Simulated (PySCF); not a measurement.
Isomers of C3H3Cl and their computed core-level spectra.

Method: delta-SCF UKS SCAN, pcX-2 on the ionised atom, pcseg-1 elsewhere, spin-free X2C in PySCF. Geometries: PBE0-D3(BJ)/def2-SVP; isolated species, one conformer each.

Line lists (1s up to Mg, 2p3/2 beyond; areas count atoms within a level, one atom standing for each set equivalent by bonding):
1. C 1s: 290.88 (area 1), 291.31 (area 1), 293.35 (area 1) eV; Cl 2p3/2: 206.08 eV
2. C 1s: 291.61 (area 2), 292.76 (area 1) eV; Cl 2p3/2: 205.40 eV
3. C 1s: 290.91 (area 1), 291.16 (area 1), 292.17 (area 1) eV; Cl 2p3/2: 206.23 eV

Structures:
A. `ClC1C=C1`
B. `C(Cl)C#C`
C. `C=C=CCl`

Which list belongs to which compound?

- 1 = B: another candidate has the same counts of sites, so positions decide. C 1s: 290.88 terminal alkyne carbon, 291.31 alkyne carbon, 293.35 sp3 C–Cl carbon; Cl 2p3/2: 206.08 alkyl chlorine.
- 2 = A: no other candidate has these counts of sites. C 1s: 291.61 alkene CH carbon (×2), 292.76 sp3 C–Cl carbon; Cl 2p3/2: 205.40 alkyl chlorine.
- 3 = C: another candidate has the same counts of sites, so positions decide. C 1s: 290.91 central carbon of cumulated double bonds, 291.16 outer carbon of cumulated double bonds, 292.17 outer carbon of cumulated double bonds; Cl 2p3/2: 206.23 vinyl chlorine.

Spin–orbit and ligand-field terms were added within each 2p shell after the spin-free SCF. 2 of these hole states are spin-contaminated (⟨S²⟩ up to 0.88, against 0.75; counted from 0.85) and less certain.
